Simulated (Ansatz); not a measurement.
Relaxation of BFH₄O (7 atoms, charge 0, multiplicity 1), to a largest force component of 0.03 eV/Å in at most 50 steps.

All numbers below come from Ansatz, RKS BLYP-D4/def2-mTZVP.

```xyz
7
Properties=species:S:1:pos:R:3
B -0.102 -0.294 -0.090
H 0.040 -0.458 1.089
O 0.948 -0.451 -0.941
H 1.801 -0.627 -0.499
H -1.175 -0.089 -0.570
F 0.224 2.017 0.878
H 0.089 1.352 1.524
```

Problem. Where does it end, and by what steps?

Solution. The forces met the threshold. After 36 steps the energy has fallen by 0.202 eV; H5 moved furthest, 1.24 Å.

```tsv
step	energy less start (eV)	largest force component (eV/Å)	accepted
0	0.0000	0.551	yes
2	0.1272	1.757	no
4	-0.0446	0.345	yes
6	-0.0399	1.516	no
8	-0.0722	0.103	yes
10	-0.0790	0.084	yes
12	-0.0818	0.058	yes
14	-0.0834	0.168	yes
16	-0.0845	0.055	yes
18	-0.0850	0.032	yes
20	-0.0852	0.322	no
22	-0.0871	0.084	yes
24	-0.0894	0.227	yes
26	-0.0947	0.157	yes
28	-0.1077	0.212	yes
30	-0.1408	0.702	yes
32	-0.1703	0.396	yes
34	-0.1993	0.098	yes
36	-0.2017	0.011	yes
```

```xyz
7
Properties=species:S:1:pos:R:3
B -0.334 -0.494 -0.253
H -0.761 0.191 0.656
O 0.939 -0.352 -0.690
H 1.451 0.336 -0.210
H -1.035 -1.306 -0.777
F 1.226 1.709 1.306
H 0.339 1.367 1.359
```

Whether the end is a true minimum wasn't checked by a vibrational analysis.

Run time: 54 s on 1 thread of Arm Neoverse V2, on a shared host, peak memory 0.12 GiB.
